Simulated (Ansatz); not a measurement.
Results of PBE-D4 (Ansatz, a program for electronic structure, plane waves, PAW) for 1T (CdI2-type) HfS2.

Run with plane-wave cutoff 520 eV, 12×12×6 k mesh (along the axes of the cell as run), Fermi–Dirac smearing 0.01 eV, scalar-relativistic PAW data made under PBE.

Cell (relaxed at this level):

```cif
data_HfS2
_chemical_formula_sum 'Hf1 S2'
_space_group_name_H-M_alt 'P-3m1'
_space_group_IT_number 164
_space_group_name_Hall '-P 3 2"'
_cell_length_a 3.61644
_cell_length_b 3.61644
_cell_length_c 5.86174
_cell_angle_alpha 90.000
_cell_angle_beta 90.000
_cell_angle_gamma 120.000
loop_
_atom_site_label
_atom_site_type_symbol
_atom_site_symmetry_multiplicity
_atom_site_Wyckoff_symbol
_atom_site_fract_x
_atom_site_fract_y
_atom_site_fract_z
_atom_site_occupancy
Hf1 Hf 1 a 0.00000 0.00000 0.00000 1
S1 S 2 d 0.33333 0.66667 0.24799 1
```

Task: Estimate the bulk modulus B0, band gap, smallest direct gap on the k points sampled and Γ–Γ gap that the calculation returns.

Result: 
* **bulk modulus B0**: 26.8 GPa
* **band gap**: 0.96 eV
* **smallest direct gap on the k points sampled**: 1.85 eV
* **Γ–Γ gap**: 1.94 eV

Measured, for comparison: band gap 1.8 eV (temperature not stated, not corrected to a static lattice, fundamental, indirect, our sources range from 1.80 to 1.96; as tabulated in Rybak et al. (2022), arXiv:2210.12074).

Note: the bulk modulus comes from volumes at which shape and atoms were relaxed.

Spin–orbit coupling is not included.
